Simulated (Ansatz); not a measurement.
# CH₃Si+ (SMILES [CH+]=[SiH2]): functionals against CCSD(T) at one geometry

The task here is to estimate one member of a computed series from the others.

Method: single points in def2-TZVPP; program: Ansatz 0.2.0, Gaussian basis.

Cores are frozen in the correlated methods.

### The system as given

SMILES `[CH+]=[SiH2]`, 5 atoms, charge 1, spin multiplicity 1.

Atoms are counted from 1 here; the program's logs count them from 0.

Bond lengths: C1–Si2 1.754 Å, C1–H3 1.297 Å, Si2–H4 1.651 Å, Si2–H5 1.504 Å. Angles: Si2–C1–H3 155.8°, C1–Si2–H4 120.2°, C1–Si2–H5 129.0°, H4–Si2–H5 101.2°.

Coordinates:

| atom | x (Å) | y (Å) | z (Å) |
| --- | --- | --- | --- |
| C1 | 0.3289 | -0.8381 | 0.7150 |
| Si2 | -0.4316 | 0.5067 | -0.1165 |
| H3 | 1.2366 | -1.7412 | 0.9185 |
| H4 | -1.5213 | 0.2278 | -1.3247 |
| H5 | 0.1762 | 1.8068 | -0.5652 |

Set-up of the first run:

run/in.yaml

```yaml
crystal:
  periodic: [false, false, false]
  atoms:
    - {symbol: C, position_ang: [0.328900, -0.838100, 0.715000]}
    - {symbol: Si, position_ang: [-0.431600, 0.506700, -0.116500]}
    - {symbol: H, position_ang: [1.236600, -1.741200, 0.918500]}
    - {symbol: H, position_ang: [-1.521300, 0.227800, -1.324700]}
    - {symbol: H, position_ang: [0.176200, 1.806800, -0.565200]}
basis:
  gaussian: {orbitals: def2-TZVPP}
total_charge: 1
correlation: {method: ccsd_t}
output: {forces: true}
```

The command line of these runs was not kept.

Steps of the session up to this table: CCSD(T)/def2-TZVPP; PBE0-D4/def2-TZVPP; wB97M-V/def2-TZVPP; r2SCAN-D4/def2-TZVPP; PBE-D4/def2-TZVPP; r2SCANh-D4/def2-TZVPP; HSE06-D4/def2-TZVPP.

One table of the session follows, with a row left open; its other results are not shown here.

```
    method  RMS force component (eV/Å)  angle to CCSD(T) forces (°)
   CCSD(T)                       1.776                    reference
   PBE0-D4                       1.706                          5.5
   wB97M-V                       1.781                          4.6
 r2SCAN-D4                       1.666                          6.5
    PBE-D4                       1.541                          8.1
r2SCANh-D4                       1.713                          6.0
  HSE06-D4                           ?                            ?
```

Estimate the missing values for HSE06-D4.

**Answer.** RMS force component (eV/Å): 1.703; angle to CCSD(T) forces (°): 5.5. In the column «RMS force component (eV/Å)» it lies between r2SCAN-D4 (1.666) and PBE0-D4 (1.706).
